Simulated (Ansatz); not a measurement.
# HNC, singlet in 6-31G: errors against full CI

Geometry: a PBE0/def2-TZVP stationary point for this spin, not checked as a minimum.

```xyz
3

N     0.0000    0.0000    0.0555
C     0.0000    0.0000   -1.1080
H     0.0000    0.0000    1.0525
```

Basis 6-31G; Ansatz 0.2.0. Only valence electrons are correlated (noble-gas cores frozen), which leaves 10 electrons in 18 orbitals. Prefix R: restricted or restricted open-shell reference. Active spaces: valence = (10e, 9o) chosen from the atoms' valence shells; pair = (2e, 2o) about the gap.

Full CI is exact within this basis and frozen core; it isn't the basis-set limit.

```
UHF ⟨S²⟩                          : 0.000
T1 diagnostic (RCCSD)             : 0.0197
largest doubles amplitude (RCCSD) : 0.087
```

```csv
level,E − E(RHF) (eV)
RMP2,-5.1491
RCCSD,-5.3566
RCCSD(T),-5.5696
```

Problem. Estimate how far full CI in 6-31G lies from RCCSD(T). The table doesn't fix it; the size of (T) and the diagnostics are the guide.

Solution. Full CI in 6-31G lies 1.06 mEh below RCCSD(T), which is 14 % of the (T) step (-7.83 mEh). The diagnostics are small and one determinant leads, so the series closes fast and only a small part of (T) is left.

The other levels:

```json
{"level": "CISD", "E − E(full CI) (mEh)": "21.38", "share of correlation (%)": "89.61", "wall time": "0.54 s"}
{"level": "BCCD(T)", "E − E(full CI) (mEh)": "1.02", "share of correlation (%)": "99.51", "wall time": "0.24 s"}
{"level": "RCCSDT", "E − E(full CI) (mEh)": "0.57", "share of correlation (%)": "99.72", "wall time": "–"}
{"level": "CISDTQ", "E − E(full CI) (mEh)": "1.34", "share of correlation (%)": "99.35", "wall time": "2.3 s"}
{"level": "RCCSDT(Q)", "E − E(full CI) (mEh)": "0.00", "share of correlation (%)": "100.00", "wall time": "0.69 s"}
{"level": "RCCSDTQ", "E − E(full CI) (mEh)": "0.07", "share of correlation (%)": "99.96", "wall time": "6.5 s"}
{"level": "CASSCF (pair space)", "E − E(full CI) (mEh)": "183.12", "share of correlation (%)": "10.99", "wall time": "–"}
{"level": "NEVPT2 (pair space)", "E − E(full CI) (mEh)": "16.87", "share of correlation (%)": "91.80", "wall time": "0.27 s"}
{"level": "MRCISD (pair space)", "E − E(full CI) (mEh)": "17.47", "share of correlation (%)": "91.51", "wall time": "–"}
{"level": "MRCISD+Q (pair space)", "E − E(full CI) (mEh)": "4.58", "share of correlation (%)": "97.77", "wall time": "0.39 s"}
{"level": "CASSCF (valence space)", "E − E(full CI) (mEh)": "61.16", "share of correlation (%)": "70.27", "wall time": "–"}
{"level": "NEVPT2 (valence space)", "E − E(full CI) (mEh)": "15.77", "share of correlation (%)": "92.34", "wall time": "3.1 s"}
{"level": "MRCISD (valence space)", "E − E(full CI) (mEh)": "2.63", "share of correlation (%)": "98.72", "wall time": "–"}
{"level": "MRCISD+Q (valence space)", "E − E(full CI) (mEh)": "1.13", "share of correlation (%)": "99.45", "wall time": "4.4 s"}
```

The correlation energy at full CI, counted from RHF, is -5.598 eV. That run took 95 s on 1 thread of Arm Neoverse V1, shared host over 18,367,552 determinants.

Times hold each run's SCF and search for its determinant on a shared host, so for small cases they say little of a method's own cost; they ran on 1 thread of Arm Neoverse V1.

The full-CI state has the irrep A1 of C2v, in the program's axes (one component, if the state is degenerate).

Natural occupations of full CI about the gap: 1.984 1.973 1.953 1.938 1.938 0.066 0.066 0.026 0.017 0.011; effectively unpaired electrons, Σ n²(2−n)², 0.08.
